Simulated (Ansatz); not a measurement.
Z-matrix (Å, degrees):
```
C
F 1 1.230
F 1 1.230 2 120.0
F 1 1.230 2 120.0 3 -180.0
```

Charge 1, multiplicity 1.

Problem. List the CAM-B3LYP/def2-TZVPP orbital energies in eV (Ansatz 0.2.0). (Estimate.)

Solution. The calculation gave: Occupied: -685.40, -685.40, -685.40, -297.21, -49.68, -47.17, -47.17, -30.90, -29.11, -29.11, -28.18, -24.86, -24.86, -24.41, -24.41, -23.41. Lowest empty: -9.15, -5.43, -0.92, -0.92, -0.78, 0.09, 2.25, 2.25.
